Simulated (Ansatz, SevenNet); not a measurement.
# hcp Ti: properties by level of theory

Reference values: lattice constant a 2.950 Å (measured, 293 K, no zero-point or thermal correction; as tabulated in Wikipedia's data pages); lattice parameter c 4.683 Å (measured, 293 K, no zero-point or thermal correction; as tabulated in Wikipedia's data pages).

```json
[
 {"level (code)": "SevenNet-l3i5", "lattice constant a (Å)": "2.946", "lattice parameter c (Å)": "4.622"},
 {"level (code)": "BLYP (Ansatz)", "lattice constant a (Å)": "2.962", "lattice parameter c (Å)": "4.683"},
 {"level (code)": "PBE (Ansatz)", "lattice constant a (Å)": "2.939", "lattice parameter c (Å)": "4.650"},
 {"level (code)": "r²SCAN+rVV10 (Ansatz)", "lattice constant a (Å)": "2.928", "lattice parameter c (Å)": "4.626"},
 {"level (code)": "B3LYP (VWN-RPA form) (Ansatz)", "lattice constant a (Å)": "2.937", "lattice parameter c (Å)": "4.668"}
]
```

Differences from the reference values (errors of the level alone only where the reference is corrected to a static lattice):

```csv
level,lattice constant a (%),lattice parameter c (%)
SevenNet-l3i5,-0.14,-1.30
BLYP,+0.41,0.00
PBE,-0.37,-0.70
r²SCAN+rVV10,-0.75,-1.22
B3LYP (VWN-RPA form),-0.44,-0.32
```

Nearest: lattice constant a, not ranked (reference at room or unstated temperature); lattice parameter c, not ranked (reference at room or unstated temperature).

Machine-learned potentials (SevenNet-l3i5) are trained on DFT data: a solid inside that data is no test of them.

Ansatz's density-functional and Hartree–Fock values are scalar-relativistic unless marked +SOC, with PAW data made under PBE.

The crystal itself was run without spin with BLYP, PBE, r²SCAN+rVV10, B3LYP (VWN-RPA form); a magnetic state was not tried in these runs.

Differences are worked out from the printed values.

Ansatz is a program for electronic structure.
